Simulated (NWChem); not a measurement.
A series in which one site is exchanged, each optimised at PBE0/def2-SVP with NWChem, gas phase unless a solvent is named. Some are not confirmed as minima by frequencies. def2 effective core potentials on Sn; no spin-orbit coupling.

A: C[NH][GeH3] (CH7GeN; site = Ge)
B: CN[SiH3] (CH$_{7}$NSi; site = Si)
C: C[NH][SnH3] (CH7NSn; site = Sn)
D: CNC (C₂H₇N; site = C)

```tsv
quantity	A	B	C	D
orbital gap (eV), PBE0/def2-SVP	(withheld)	7.64	6.57	8.01
vertical ionisation energy, ΔSCF, PBE/def2-SVP (eV)	(withheld)	8.66	8.26	8.51
static polarisability, PBE/def2-SVPD (bohr³)	(withheld)	53.1	67.8	39.3
lowest singlet excitation, PBE/def2-SVPD, TDA (eV)	(withheld)	5.07	4.43	5.10
```

Problem. What belongs in the gaps?

Solution. 
- orbital gap (eV), PBE0/def2-SVP, A: 7.40
- vertical ionisation energy, ΔSCF, PBE/def2-SVP (eV), A: 8.50
- static polarisability, PBE/def2-SVPD (bohr³), A: 57.1
- lowest singlet excitation, PBE/def2-SVPD, TDA (eV), A: 4.87
